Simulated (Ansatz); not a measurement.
# AlNH5+: functionals against CCSD(T) at one geometry

One table from this session's results is given with a row withheld; the runs are named, their logs left out.

The runs use Ansatz 0.2.0, Gaussian basis; single points in def2-TZVPP.

Cores are frozen in the correlated methods.

**Starting geometry**

SMILES `[NH3+][AlH2]`, 7 atoms, charge 1, spin multiplicity 1.

Atoms are counted from 1 here; the program's logs count them from 0.

Bond lengths: N1–Al2 1.983 Å, N1–H3 1.013 Å, N1–H4 1.076 Å, N1–H5 1.007 Å, Al2–H6 1.540 Å, Al2–H7 1.516 Å. Angles: Al2–N1–H3 111.8°, Al2–N1–H4 112.3°, Al2–N1–H5 113.0°, H3–N1–H4 105.2°, H3–N1–H5 110.1°, H4–N1–H5 104.0°, N1–Al2–H6 115.7°, N1–Al2–H7 113.3°, H6–Al2–H7 130.9°.

As a file:

```xyz
7

N    -0.2476   -0.8013   -0.1962
Al    0.3380    1.0379    0.2604
H     0.4339   -1.2814   -0.7721
H    -1.1573   -0.8092   -0.7712
H    -0.4679   -1.3567    0.6147
H    -0.6333    1.8492    1.1379
H     1.7104    1.3832   -0.2826
```

The first run:

Input file run/in.yaml:

```yaml
crystal:
  periodic: [false, false, false]
  atoms:
    - {symbol: N, position_ang: [-0.247600, -0.801300, -0.196200]}
    - {symbol: Al, position_ang: [0.338000, 1.037900, 0.260400]}
    - {symbol: H, position_ang: [0.433900, -1.281400, -0.772100]}
    - {symbol: H, position_ang: [-1.157300, -0.809200, -0.771200]}
    - {symbol: H, position_ang: [-0.467900, -1.356700, 0.614700]}
    - {symbol: H, position_ang: [-0.633300, 1.849200, 1.137900]}
    - {symbol: H, position_ang: [1.710400, 1.383200, -0.282600]}
basis:
  gaussian: {orbitals: def2-TZVPP}
total_charge: 1
correlation: {method: ccsd_t}
output: {forces: true}
```

No record of the launch command was kept for these runs.

Steps of the session up to this table: CCSD(T)/def2-TZVPP; PBE0-D4/def2-TZVPP; wB97M-V/def2-TZVPP; r2SCAN-D4/def2-TZVPP; PBE-D4/def2-TZVPP; B97M-V/def2-TZVPP; revPBE-D4/def2-TZVPP.

One of the session's tables, all rows but one given; the rest of the session is left out.

| method | RMS force component (eV/Å) | angle to CCSD(T) forces (°) |
| --- | --- | --- |
| CCSD(T) | 0.721 | reference |
| PBE0-D4 | 0.732 | 3.1 |
| wB97M-V | 0.720 | 3.7 |
| r2SCAN-D4 | 0.717 | 2.5 |
| PBE-D4 | 0.717 | 11.7 |
| B97M-V | 0.732 | 8.4 |
| revPBE-D4 | ? | ? |

Estimate the missing values for revPBE-D4.

**Answer.** RMS force component (eV/Å): 0.721; angle to CCSD(T) forces (°): 11.7.
